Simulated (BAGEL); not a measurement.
**doublet [SiF2]+: levels of theory compared**

Wanted: a comparison of 5 runs (UHF/STO-3G, ROHF/6-31G*, UHF/6-31G*, ROHF/def2-TZVP, UHF/def2-TZVP) of doublet [SiF2]+. 

The results are computed with BAGEL 1.2.2.

7 further runs of the same task are left out: 7 set aside as unsound or not needed.

**1. The molecule**

[SiF2]+ has 3 atoms, charge +1, and is taken as a doublet. As SMILES of the parent species, `F[Si]F`. The coordinates come from a PBE0-D4/def2-TZVP relaxation. That shape belongs to the parent species and isn't relaxed for this state.

Bond lengths: F1–Si2 1.602 Å, Si2–F3 1.602 Å. Angles: F1–Si2–F3 100.6°.

**2. A single-point energy at UHF/STO-3G (density fitting with qzvpp-jkfit) (run 1)**

Input file hf.json:

```json
{ "bagel": [

{
  "title": "molecule",
  "basis": "sto-3g",
  "df_basis": "qzvpp-jkfit",
  "angstrom": true,
  "geometry": [
    { "atom": "F", "xyz": [    0.166300,    1.246800,    0.229400 ] },
    { "atom": "Si", "xyz": [   -0.594900,   -0.046400,   -0.330100 ] },
    { "atom": "F", "xyz": [    0.428600,   -1.200400,    0.100700 ] }
  ]
},
{ "title": "uhf", "charge": 1, "nopen": 1 },
{ "title": "print", "file": "orbitals.molden", "orbitals": true }

]}
```

On the command line:

```sh
$ BAGEL_NUM_THREADS=1 BAGEL hf.json > hf.out
```

What it wrote:

```text
* using 1 threads per process

  ===============================================================
  ===============================================================

  *** Geometry ***

  { "atom" : "F", "xyz" : [      0.314261,      2.356111,      0.433503 ] },
  { "atom" : "Si", "xyz" : [     -1.124198,     -0.087683,     -0.623799 ] },
  { "atom" : "F", "xyz" : [      0.809937,     -2.268427,      0.190295 ] },

  Number of auxiliary basis functions:      282

  Since a DF basis is specified, we compute 2- and 3-index integrals:
    o Being stored without compression. Storage requirement is 0.001 GB

  Number of basis functions:       19
  Number of electrons      :       32

    * METHOD: MOLECULE                             0.03

  *** Open-shell HF ***

  === Nuclear Repulsion ===
   100.6584136052

      * DIIS with orbital gradients will be used.

  === UHF iteration (sto-3g) ===
      0       -481.31098421          0.05547300           0.00
      1       -481.42213014          0.02670390           0.00
      2       -481.44023591          0.00909048           0.00
      3       -481.44330964          0.00170551           0.00
      4       -481.44394519          0.00068847           0.00
      5       -481.44407766          0.00037259           0.00
[... 8 lines of this table left out ...]
     14       -481.44415745          0.00000001           0.00
     15       -481.44415745          0.00000001           0.00
    * SCF iteration converged.

    * S^2 (UHF) is 0.7813

    * Permanent dipole moment:
           (    1.216057,     0.094850,     0.674770) a.u.

    * METHOD: UHF                                  0.09

    * METHOD: PRINT                                0.00

  ===============================================================
```

It took 0.42 s on 1 thread of Intel Xeon 6975P-C (Granite Rapids), shared host; peak memory 0.078 GiB.

**3. A single-point energy at ROHF/6-31G(d) (density fitting with qzvpp-jkfit, spherical functions) (run 2)**

Input file input.json:

```json
{ "bagel": [

{
  "title": "molecule",
  "basis": "6-31gs.json",
  "df_basis": "qzvpp-jkfit",
  "angstrom": true,
  "geometry": [
    { "atom": "F", "xyz": [    0.166300,    1.246800,    0.229400 ] },
    { "atom": "Si", "xyz": [   -0.594900,   -0.046400,   -0.330100 ] },
    { "atom": "F", "xyz": [    0.428600,   -1.200400,    0.100700 ] }
  ]
},
{
  "title": "rohf",
  "charge": 1,
  "nopen": 1
},
{
  "title": "print",
  "file": "orbitals.molden",
  "orbitals": true
}

]}
```

The basis set 6-31G* is read from a file made from the Basis Set Exchange's data (not shown).

On the command line:

```sh
$ BAGEL_NUM_THREADS=1 BAGEL input.json > input.out
```

What it wrote:

```text
* using 1 threads per process

  ===============================================================
  ===============================================================

  *** Geometry ***

  { "atom" : "F", "xyz" : [      0.314261,      2.356111,      0.433503 ] },
  { "atom" : "Si", "xyz" : [     -1.124198,     -0.087683,     -0.623799 ] },
  { "atom" : "F", "xyz" : [      0.809937,     -2.268427,      0.190295 ] },

  Number of auxiliary basis functions:      282

  Since a DF basis is specified, we compute 2- and 3-index integrals:
    o Being stored without compression. Storage requirement is 0.005 GB

  Number of basis functions:       46
  Number of electrons      :       32

    * METHOD: MOLECULE                             0.04

  *** Open-shell HF ***

  === Nuclear Repulsion ===
   100.6584136052

      * DIIS with orbital gradients will be used.

  === ROHF iteration (6-31gs.json) ===
      0       -487.26178661          0.07290064           0.02
      1       -487.39607736          0.05397333           0.02
      2       -487.45607918          0.03621629           0.02
      3       -487.50627294          0.00157255           0.02
      4       -487.50677134          0.00056286           0.02
      5       -487.50691264          0.00016353           0.02
      6       -487.50694645          0.00004159           0.02
      7       -487.50695757          0.00001072           0.02
      8       -487.50695796          0.00000218           0.02
      9       -487.50695806          0.00000053           0.02
     10       -487.50695810          0.00000013           0.02
     11       -487.50695810          0.00000004           0.02
     12       -487.50695810          0.00000002           0.02
     13       -487.50695810          0.00000001           0.02
    * SCF iteration converged.

    * S^2 (ROHF) is 0.7500

    * Permanent dipole moment:
           (    1.804142,     0.140710,     1.001087) a.u.

    * METHOD: ROHF                                 0.26

    * METHOD: PRINT                                0.00

  ===============================================================
```

Run time: 0.58 s. Hardware: 1 thread of Intel Xeon 6975P-C (Granite Rapids), shared host; peak memory 0.078 GiB.

Runs 3 to 4 aren't shown in full; the table further down has their settings and results.

**4. A single-point energy at UHF/def2-TZVP (density fitting with qzvpp-jkfit) (run 5)**

Input file hf.json:

```json
{ "bagel": [

{
  "title": "molecule",
  "basis": "def2-tzvp.json",
  "df_basis": "qzvpp-jkfit",
  "angstrom": "true",
  "geometry": [
    { "atom": "F", "xyz": [       0.166300,       1.246800,       0.229400 ] },
    { "atom": "Si", "xyz": [      -0.594900,      -0.046400,      -0.330100 ] },
    { "atom": "F", "xyz": [       0.428600,      -1.200400,       0.100700 ] }
  ]
},

{ "title": "uhf", "charge": 1, "nopen": 1 },

{ "title": "print", "file": "orbitals.molden", "orbitals": "true" }

]}
```

The basis set def2-TZVP is read from a file made from the Basis Set Exchange's data (not shown).

On the command line:

```sh
$ BAGEL_NUM_THREADS=1 BAGEL hf.json > hf.out
```

What it wrote:

```text
* using 1 threads per process

  ===============================================================
  ===============================================================

  *** Geometry ***

  { "atom" : "F", "xyz" : [      0.314261,      2.356111,      0.433503 ] },
  { "atom" : "Si", "xyz" : [     -1.124198,     -0.087683,     -0.623799 ] },
  { "atom" : "F", "xyz" : [      0.809937,     -2.268427,      0.190295 ] },

  Number of auxiliary basis functions:      282

  Since a DF basis is specified, we compute 2- and 3-index integrals:
    o Being stored without compression. Storage requirement is 0.022 GB

  Number of basis functions:       99
  Number of electrons      :       32

    * METHOD: MOLECULE                             0.07

  *** Open-shell HF ***

  === Nuclear Repulsion ===
   100.6584136052

      * DIIS with orbital gradients will be used.

  === UHF iteration (def2-tzvp.json) ===
      0       -487.34691978          0.05506966           0.05
      1       -487.48509242          0.04412240           0.05
      2       -487.56269961          0.03125501           0.05
      3       -487.63664384          0.00123253           0.05
      4       -487.63738538          0.00037751           0.05
      5       -487.63749170          0.00010077           0.05
[... 8 lines of this table left out ...]
     14       -487.63750273          0.00000001           0.05
     15       -487.63750273          0.00000001           0.05
    * SCF iteration converged.

    * S^2 (UHF) is 0.7551

    * Permanent dipole moment:
           (    1.747158,     0.136265,     0.969468) a.u.

    * METHOD: UHF                                  0.88

    * METHOD: PRINT                                0.01

  ===============================================================
```

Wall time 1.2 s (1 thread of Intel Xeon 6975P-C (Granite Rapids), shared host); peak memory 0.082 GiB.

**5. All runs side by side**

| run | level | energy (Eh) | ⟨S²⟩ | wall time |
| --- | --- | --- | --- | --- |
| 1 | UHF/STO-3G (density fitting with qzvpp-jkfit) | -481.444157 | 0.781 | 0.42 s |
| 2 | ROHF/6-31G* (density fitting with qzvpp-jkfit, spherical functions) | -487.506958 | 0.750 | 0.58 s |
| 3 | UHF/6-31G* (density fitting with qzvpp-jkfit, spherical functions) | -487.508572 | 0.755 | 0.62 s |
| 4 | ROHF/def2-TZVP (density fitting with qzvpp-jkfit) | -487.635984 | 0.750 | 1.2 s |
| 5 | UHF/def2-TZVP (density fitting with qzvpp-jkfit) | -487.637503 | 0.755 | 1.2 s |

**6. Outcome**

| quantity | value |
| --- | --- |
| run 5: total energy | -487.63750 Eh |
| run 5: ⟨S²⟩ | 0.755 |

In run 1 the basis is minimal, so the values are rough. All runs together took 4.1 s, the longest 1.2 s.
